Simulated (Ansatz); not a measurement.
Process, species as SMILES: N#N (N2) + 3 [H][H] (H2) → 2 N (NH3)
B3LYP-D3(BJ)/def2-TZVP geometries, fixed; electronic energies without zero-point terms.

Effect of a fitting basis named in the input at PBE0/aug-cc-pVTZ with Ansatz (a quantum-chemistry and plane-wave program), against the last row, where the energy of full hydrogenation is -51.87 kcal/mol. The default fits or decomposes integrals by the program's own choice; accuracy: high also tightens integrals, grids and stops.

```csv
setting,largest shift of a total energy (mEh),shift of the energy of full hydrogenation (kcal/mol)
fitting: def2-SV(P)-JKFIT,-0.036,-0.012
fitting: def2-universal-JKFIT,-0.036,-0.012
fitting: cc-pVTZ-JKFIT,0.022,-0.027
fitting: cc-pVQZ-JKFIT,-0.008,-0.005
fitting: cc-pV5Z-JKFIT,-0.007,-0.001
accuracy: high,-0.003,-0.001
accuracy: medium (default),0.000,0.000
```

Within 0.02 kcal/mol in the energy of full hydrogenation: fitting: def2-SV(P)-JKFIT; fitting: def2-universal-JKFIT; fitting: cc-pVQZ-JKFIT; fitting: cc-pV5Z-JKFIT; accuracy: high. The largest shift is 0.036 mEh in a total energy and 0.027 kcal/mol in the difference.
